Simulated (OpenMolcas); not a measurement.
**SiH4S (Si(SH)H3) at 6 levels**

Wanted: a comparison of 6 runs (HF/STO-3G, B3LYP/STO-3G, UB3LYP/STO-3G, r2SCAN/STO-3G, MP2/STO-3G, CISD/STO-3G) of SiH4S (Si(SH)H3). 

The results are computed with OpenMolcas 26.06.

3 further runs of the same task are left out: 1 for a known fault of the program, 2 set aside as unsound or not needed.

### 1 The molecule

SiH4S has 6 atoms, charge 0, and is taken as a singlet. SMILES: `[H][Si]([H])([H])S`. The Si1–H4 distance was set to 2.177 Å, away from the relaxed value. At this shape a bond of the SMILES string is far longer than usual.

Bond lengths: Si1–S2 2.147 Å, S2–H3 1.325 Å, Si1–H5 1.457 Å, Si1–H6 1.458 Å. Angles: Si1–S2–H3 97.0°, S2–Si1–H5 107.7°, S2–Si1–H6 107.7°, H5–Si1–H6 111.3°. A long bond or contact: Si1–H4 2.177 Å.

### 2 The energy at HF/STO-3G (run 1)

mol.inp

```
>>> EXPORT MOLCAS_PRINT=2

&GATEWAY
  BasLib
  $CurrDir
  Coord
  6
  angstrom
  Si      -0.501166      -0.011465      -0.361901
  S       -0.448656       0.022895       1.784149
  H       -1.759186       0.062985       1.977919
  H        1.606010      -0.020690      -0.909950
  H       -1.205606       1.183675      -0.807481
  H       -1.203276      -1.222025      -0.769341
  Basis
  STO-3G
  Group
  NoSym

&SEWARD

&SCF
  Thresholds
  1e-10 1e-07 1e-07 1e-05
  PrOrbitals
  1 1
```

The basis set STO-3G is read from a file made from the Basis Set Exchange's data (not shown).

Run with:

```sh
export MOLCAS_MEM=1860
pymolcas mol.inp > mol.log
```

The log of the run:

```text
--- Start Module: gateway ---
[...]
--- Stop Module: gateway /rc=_RC_ALL_IS_WELL_ ---
--- Start Module: seward ---
[...]
      Basis functions           22
--- Stop Module: seward /rc=_RC_ALL_IS_WELL_ ---
--- Start Module: scf ---
[...]
       Convergence after  10 Iterations
[...]
::    Total SCF energy                               -680.9699914437
[...]
      Total spin, S                                     0.0000000000
[...]
      Total electronic charge=   34.000000
      Total            charge=   -0.000000
[...]
      Dipole Moment (debye):
      Origin of the operator (angstrom)=   -0.4837    0.0065    0.7253
                   X= -1.2947E+00               Y=  4.9414E-03               Z= -1.1191E+00           Total=  1.7113E+00
      Quadrupole Moment (debye*angstrom):
[...]
--- Stop Module: scf /rc=_RC_ALL_IS_WELL_ ---
[...]
```

Run time: 1.6 s. Hardware: 1 thread of Arm Neoverse V1, shared host; peak memory 0.37 GiB.

### 3 A single-point energy at B3LYP/STO-3G (run 2)

mol.inp

```
&GATEWAY
 BASLIB=$CurrDir
 COORD
 6
 angstrom
 Si      -0.501166      -0.011465      -0.361901
 S       -0.448656       0.022895       1.784149
 H       -1.759186       0.062985       1.977919
 H        1.606010      -0.020690      -0.909950
 H       -1.205606       1.183675      -0.807481
 H       -1.203276      -1.222025      -0.769341
 BASIS=STO-3G
 GROUP=NoSym

&SEWARD
 GRIDINPUT
 Grid=UltraFine
 End of Grid

&SCF
 KSDFT=B3LYP
 THRESHOLDS=1e-10 1e-07 1e-07 1e-05
 PRORBITALS=1 1
```

The basis set STO-3G is read from a file made from the Basis Set Exchange's data (not shown).

Run with:

```sh
export MOLCAS_MEM=1860
pymolcas mol.inp > mol.log
```

The log of the run:

```text
--- Start Module: gateway ---
[...]
--- Stop Module: gateway /rc=_RC_ALL_IS_WELL_ ---
--- Start Module: seward ---
[...]
      Basis functions           22
--- Stop Module: seward /rc=_RC_ALL_IS_WELL_ ---
--- Start Module: scf ---
[...]
       Convergence after  11 Iterations
[...]
::    Total KS-DFT energy                            -682.2139258321
[...]
      Total spin, S                                     0.0000000000
[...]
      Total electronic charge=   34.000000
      Total            charge=   -0.000000
[...]
      Dipole Moment (debye):
      Origin of the operator (angstrom)=   -0.4837    0.0065    0.7253
                   X= -1.2119E+00               Y=  8.5909E-03               Z= -8.6689E-01           Total=  1.4900E+00
      Quadrupole Moment (debye*angstrom):
[...]
--- Stop Module: scf /rc=_RC_ALL_IS_WELL_ ---
[...]
```

It took 5.4 s on 1 thread of Arm Neoverse V1, shared host; peak memory 0.37 GiB.

Runs 3 to 4 aren't shown in full; the table further down has their settings and results.

### 4 The energy at MP2/STO-3G (run 5)

mol.inp

```
&GATEWAY
 BasLib = $CurrDir
 Coord
 6
 angstrom
 Si      -0.501166      -0.011465      -0.361901
 S       -0.448656       0.022895       1.784149
 H       -1.759186       0.062985       1.977919
 H        1.606010      -0.020690      -0.909950
 H       -1.205606       1.183675      -0.807481
 H       -1.203276      -1.222025      -0.769341
 Basis = STO-3G
 Group = NoSym

&SEWARD

&SCF
 Thresholds = 1e-10 1e-07 1e-07 1e-05
 PrOrbitals = 1 1

&MBPT2
 Frozen = 10
```

The basis set STO-3G is read from a file made from the Basis Set Exchange's data (not shown).

Run with:

```sh
export MOLCAS_MEM=1860
pymolcas mol.inp > mol.log
```

The log of the run:

```text
--- Start Module: gateway ---
[...]
--- Stop Module: gateway /rc=_RC_ALL_IS_WELL_ ---
[...]
      Basis functions           22
[...]
--- Start Module: scf ---
[...]
       Convergence after  10 Iterations
[...]
::    Total SCF energy                               -680.9699914437
[...]
      Total spin, S                                     0.0000000000
[...]
      Total electronic charge=   34.000000
      Total            charge=   -0.000000
[...]
      Dipole Moment (debye):
      Origin of the operator (angstrom)=   -0.4837    0.0065    0.7253
                   X= -1.2947E+00               Y=  4.9414E-03               Z= -1.1191E+00           Total=  1.7113E+00
      Quadrupole Moment (debye*angstrom):
[...]
--- Stop Module: scf /rc=_RC_ALL_IS_WELL_ ---
--- Start Module: mbpt2 ---
[...]
WARNING!
Default frozen orbitals as non valence orbitals is overwritten by user input.
Default values:   7
[...]
       Reference weight ( Cref**2 )         =        0.94693
::    Total MBPT2 energy                             -681.0537316043
[...]
      Total MBPT2 calculations                           0.03      0.04
--- Stop Module: mbpt2 /rc=_RC_ALL_IS_WELL_ ---
[...]
```

It took 1.7 s on 1 thread of Arm Neoverse V1, shared host; peak memory 0.37 GiB.

### 5 The energy at CISD/STO-3G (run 6)

mol.input

```
&GATEWAY
 BASLIB = $CurrDir
 COORD
 6
 angstrom
 Si      -0.501166      -0.011465      -0.361901
 S       -0.448656       0.022895       1.784149
 H       -1.759186       0.062985       1.977919
 H        1.606010      -0.020690      -0.909950
 H       -1.205606       1.183675      -0.807481
 H       -1.203276      -1.222025      -0.769341
 BASIS = STO-3G
 GROUP = NoSym

&SEWARD

&SCF
 THRESHOLDS = 1e-10 1e-07 1e-07 1e-05
 PRORBITALS = 1 1

&MOTRA
 FROZEN = 10

&GUGA
 ELECTRONS = 14
 SPIN = 1
 INACTIVE = 7
 ACTIVE = 0
 CIALL = 1

&CPF
 SDCI
```

The basis set STO-3G is read from a file made from the Basis Set Exchange's data (not shown).

Run with:

```sh
export MOLCAS_MEM=1860
pymolcas mol.input > mol.log
```

The log of the run:

```text
--- Start Module: gateway ---
[...]
--- Stop Module: gateway /rc=_RC_ALL_IS_WELL_ ---
[...]
      Basis functions           22
[...]
       Convergence after  10 Iterations
[...]
::    Total SCF energy                               -680.9699914437
[...]
      Total spin, S                                     0.0000000000
[...]
      *** WARNING: Default frozen orbitals is overwritten by user input.
      *** Default values:   7
[...]
--- Start Module: guga ---
[...]
--- Stop Module: guga /rc=_RC_ALL_IS_WELL_ ---
--- Start Module: cpf ---
[...]
      Active orbitals                            0       0
[...]
      Spin quantum number                      0.0
[...]
     FINAL CI ENERGY          -681.08970987
     FINAL CORRELATION ENERGY   -0.11971843  REFERENCE ENERGY    -680.96999144
[...]
     REL. CI ENERGY           -681.08970987
[...]
      Total electronic charge=   34.000000
      Total            charge=    0.000000
[...]
      Dipole Moment (debye):
      Origin of the operator (angstrom)=   -0.4837    0.0065    0.7253
                   X= -8.8810E-01               Y=  5.0254E-03               Z= -1.0367E+00           Total=  1.3651E+00
      Quadrupole Moment (debye*angstrom):
[...]
--- Stop Module: cpf /rc=_RC_ALL_IS_WELL_ ---
[...]
```

Run time: 1.8 s. Hardware: 1 thread of Arm Neoverse V1, shared host; peak memory 0.37 GiB.

### 6 Overview of the runs

| run | level | integration grid | scramble | energy (Eh) | dipole moment (D) of the reference | HOMO energy (eV) | LUMO energy (eV) | wall time |
| --- | --- | --- | --- | --- | --- | --- | --- | --- |
| 1 | HF/STO-3G | – | – | -680.969991 | 1.71 | -7.06 | 6.19 | 1.6 s |
| 2 | B3LYP/STO-3G | UltraFine | – | -682.213926 | 1.49 | -3.28 | 1.76 | 5.4 s |
| 3 | UB3LYP/STO-3G | UltraFine | 0.25 | -682.213926 | 1.49 | -3.28 | 1.76 | 9.6 s |
| 4 | r2SCAN/STO-3G | UltraFine | – | -682.165770 | 1.54 | -2.33 | 1.17 | 6.6 s |
| 5 | MP2/STO-3G | – | – | -681.053732 | 1.71 | -7.06 | 6.19 | 1.7 s |
| 6 | CISD/STO-3G | – | – | -681.089710 | 1.71 | -7.06 | 6.19 | 1.8 s |

### 7 Results

```
                                           quantity          value
                                run 6: total energy  -681.08971 Eh
          run 6: dipole moment (mean-field density)         1.71 D
         run 6: HOMO energy (Hartree–Fock orbitals)       -7.06 eV
         run 6: LUMO energy (Hartree–Fock orbitals)        6.19 eV
       run 6: HOMO–LUMO gap (Hartree–Fock orbitals)       13.24 eV
run 6: correlation energy (10 core orbitals frozen)     -119.7 mEh
```

In words: Below the HF energy at the same shape and in the same basis (STO-3G): MP2 -83.7 mEh; CISD -119.7 mEh. Over runs 1, 2, 3, 4 the dipole moment (its size) runs from 1.49 D (B3LYP/STO-3G) to 1.71 D (HF/STO-3G). Over runs 1, 2, 3, 4 the HOMO–LUMO gap runs from 3.51 eV (r2SCAN/STO-3G) to 13.24 eV (HF/STO-3G). Exact exchange widens orbital gaps. Totals of different functionals can't be ranked against each other. In runs 1, 2, 3, 4, 5, 6 the basis is minimal, so the values are rough. All runs together took 27 s, the longest 9.6 s.
